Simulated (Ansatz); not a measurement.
**I: from a trial structure to a relaxed crystal**

Theory: Ansatz 0.2.0, DFT r2SCAN, scalar-relativistic, plane waves, PAW. Cutoff 500 eV, Γ-centred k mesh, Gaussian smearing, no spin polarisation in the final step.

The start puts I on the lonsdaleite structure type (P6_3/mmc, No. 194), at a guessed volume.

```
CELL_PARAMETERS angstrom
5.03441 0.00000 0.00000
-2.51721 4.35993 0.00000
0.00000 0.00000 8.30678
ATOMIC_POSITIONS crystal
I 0.33333 0.66667 0.43750
I 0.66667 0.33333 0.93750
I 0.66667 0.33333 0.56250
I 0.33333 0.66667 0.06250
```

Cell and atoms relax at zero pressure; the relaxation can't lower the symmetry of the start. After a coarse first stage the cell is made exact in the group found at 0.06 Å.

Energies count from the standard state of I at the same level.

**Question.** What does it relax into?

**Answer.** It keeps P6_3/mmc (No. 194), but not the shape of the type it started on. Conventional cell: a = 4.599 Å, c = 10.952 Å. I is coordinated by 1 I at 2.71 Å.

```xyz
4
Lattice="4.5987 0.0000 0.0000 -2.2994 3.9826 0.0000 0.0000 0.0000 10.9523" Properties=species:S:1:pos:R:3 pbc="T T T"
I     0.0000    2.6551    4.0926
I     2.2994    1.3275    9.5687
I     2.2994    1.3275    6.8597
I     0.0000    2.6551    1.3836
```

**Question.** What are its volume, energy, density and gap?

**Answer.** The volume per atom is 50.15 Å³. The density is 4.20 g/cm³. The energy over the standard structure is 0.096 eV/atom and the gap on the 9×9×4 mesh is 0.34 eV.

The final run used a 9×9×4 mesh on its 4-atom cell and 0.02 eV smearing. Spin–orbit coupling is left out. A structure relaxed within its symmetry needn't be a true minimum. The steps took roughly 7 core-minutes in all.